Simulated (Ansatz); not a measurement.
# SiHCl (singlet): the correlation ladder, cc-pVTZ

One table from this session's results is given with a row withheld; the runs are named, their logs left out.

The runs use Ansatz 0.2.0, Gaussian basis; cc-pVTZ, core rule «outside noble gas», up to 10 orbitals frozen.

To be run: UHF; CCSD(T) on RHF; CCSD(T) on UHF; BCCD(T) on RHF; CCSDT(Q) on RHF; CCSDT(Q) on UHF.

9 further runs of the same task are left out: 5 for a known fault of the program, 4 set aside as unsound or not needed.

**What is computed**

The geometry is a PBE0/def2-TZVP stationary point (not a proven minimum).

3 atoms, charge 0, spin multiplicity 1.

Atoms are counted from 1 here; the program's logs count them from 0.

Bond lengths: Si1–Cl2 2.077 Å, Si1–H3 1.529 Å. Angles: Cl2–Si1–H3 94.7°.

Set-up of the first run:

The input, in.yaml:

```yaml
crystal:
  periodic: [false, false, false]
  atoms:
    - {symbol: Si, position_ang: [0.000000, -0.089026, 1.135803]}
    - {symbol: Cl, position_ang: [0.000000, 0.030004, -0.938114]}
    - {symbol: H, position_ang: [0.000000, 1.425266, 1.348629]}
basis:
  gaussian: {orbitals: cc-pVTZ}
magnetization: {spin_polarized: true, initial_magnetization: 0}
hamiltonian: {xc: hf}
output: {orbitals: {seedname: orbitals}}
```

Started as:

```sh
$ ansatz run in.yaml --threads 1 --pin off --events-out ev --progress --plain --max-ram 3968MiB --backend cpu
```

Among the steps run: UHF; CCSD(T) on RHF; CCSD(T) on UHF; BCCD(T) on RHF; CCSDT(Q) on RHF; CCSDT(Q) on UHF.

One of the session's tables, all rows but one given; the rest of the session is left out.

```
   method  from RCCSDT(Q) (meV)
      RHF               +9176.1
      UHF               +9128.3
     RMP2               +1324.2
     UMP2               +1506.1
    RCCSD                +409.3
    UCCSD                +418.8
 RCCSD(T)                 +47.0
 UCCSD(T)                 +52.7
  BCCD(T)                     ?
   RCCSDT                 +19.2
   UCCSDT                 +20.5
RCCSDT(Q)                     0
UCCSDT(Q)                  -0.1
```

**Question.** Estimate the row for BCCD(T).

As computed: from RCCSDT(Q) (meV): +45.2. In the column «from RCCSDT(Q) (meV)» it lies between UCCSDT (+20.5) and RCCSD(T) (+47.0).

With the free atoms at the same levels and basis (separate runs), the atomisation energy is 7.400 eV at RCCSDT(Q), 7.396 eV at RCCSD(T), 7.390 eV at UCCSD(T), 5.425 eV at RHF.

To keep in mind: Restricted and unrestricted rows rest on different reference determinants; where their highest levels disagree by more than a few hundredths of an eV, they describe different states and don't form one ladder.
